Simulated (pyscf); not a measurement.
# Multi-bond step: BH₃ + NH₃ → H₂B–NH₂ + H₂

Gas phase, singlet surface, charge 0. Bonds broken: B1–H2, N5–H6, N5–H7. Bonds formed: B1–N5, H2–N5, H6–H7. Structures and frequencies: ωB97X-D3(BJ)/def2-SVP in PySCF.

Transition state (Å):

```xyz
8

B     -1.1626    -0.5806     0.0849
H     -0.0086    -1.0179     0.4786
H     -1.6948    -1.4156    -0.6245
H     -1.7699    -0.0973     1.0175
N     -0.1354     0.3270    -0.5210
H     -0.7524     1.2967    -1.6649
H     -0.3094     1.5119    -0.9246
H      0.3911    -0.0847    -1.2998
```

One imaginary mode, 1485i cm⁻¹; descent along it reached the two sides named, in the forms told below.

```
bond   change  reactant side (Å)  saddle  product side
-----  ------  -----------------  ------  ------------
B1–H2  breaks              1.226   1.295         2.125
N5–H6  breaks              1.021   1.622           3.5
N5–H7  breaks              1.021   1.264           2.8
B1–N5   forms              1.655   1.499         1.394
H2–N5   forms              2.301   1.681         1.013
H6–H7   forms              1.651   0.889         0.761
```

Electronic energies relative to the separated reactants (kcal/mol):

```csv
level,barrier,reaction energy,reverse barrier
ωB97X-D3(BJ)/def2-TZVP,73.0,-31.8,104.9
PBE/def2-TZVP,54.3,-34.6,88.9
r²SCAN/def2-TZVP,60.1,-34.2,94.3
B3LYP-D3(BJ)/def2-TZVP,66.0,-33.3,99.3
PBE0-D3(BJ)/def2-TZVP,63.6,-33.2,96.8
M06-2X/def2-TZVP,71.8,-33.8,105.6
ωB97M-D3(BJ)/def2-TZVP,70.2,-32.6,102.8
HF/def2-TZVP,98.9,-26.3,125.1
```

With ωB97M-D3(BJ)/def2-TZVP energies and thermal terms (ideal gas, 1 atm, RRHO with modes under 100 cm⁻¹ raised to 100, one conformer, R ln 2 for chiral ones without a mode under 150 cm⁻¹), in kcal/mol:

```tsv
T (K)	ΔH‡	ΔG‡	ΔH	ΔG
298	66.8	76.1	-34.4	-32.8
600	66.7	85.6	-33.6	-31.4
900	67.5	94.9	-32.8	-30.5
1200	68.6	103.9	-32.2	-29.8
```

On the reactant side the descent ends in an adduct with a B–N contact, 32.9 kcal/mol under the separated species and 106.0 kcal/mol under the saddle at ωB97X-D3(BJ)/def2-TZVP. What is counted as formed (B–N) is already present as a longer contact in the reactant adduct; forming that adduct is a step of its own. This saddle turned up in a search for another step; its sides and bond changes are read from the two ends of the descent. Another saddle between the same species, by other bonds, lies lower (5.8 kcal/mol against 70.2 kcal/mol at ωB97M-D3(BJ)/def2-TZVP).
